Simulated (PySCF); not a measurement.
Core-level binding energies of formimide

Species: formimide, C2H3NO2.
SMILES with atom numbers: `[O:1]=[CH:2][NH:3][CH:4]=[O:5]`

Level of theory: PySCF 2.14.0, delta-SCF UKS SCAN, pcX-2 on the ionised atom, pcseg-1 elsewhere, spin-free X2C. Vertical ΔSCF values, vacuum level as zero.

**Question.** List the computed XPS lines with their assignment.

**Answer.** 
```csv
atom(s),bonded to,level,binding energy (eV),count
C2/C4,"O (double bond), N and H",C 1s,294.83,2
N3,2 C and H,N 1s,407.15,1
O1/O5,C (double bond),O 1s,538.19,2
```

**Question.** Which photon wavelength matches the N 1s of N3 threshold?

**Answer.** λ = hc/E = 12398.42 eV Å / 407.15 eV = 30.452 Å.

Atoms equivalent by their bonding share one computed value, that of the first of them. One conformer (not necessarily the lowest) at the PBE0-D3(BJ)/def2-SVP geometry, without solvent, vibrations or thermal averaging.

Shape of the structure used: `[O:1]=[CH:2][NH:3][CH:4]=[O:5]`: O1–C2–N3–C4 -1°, C2–N3–C4–O5 1°.
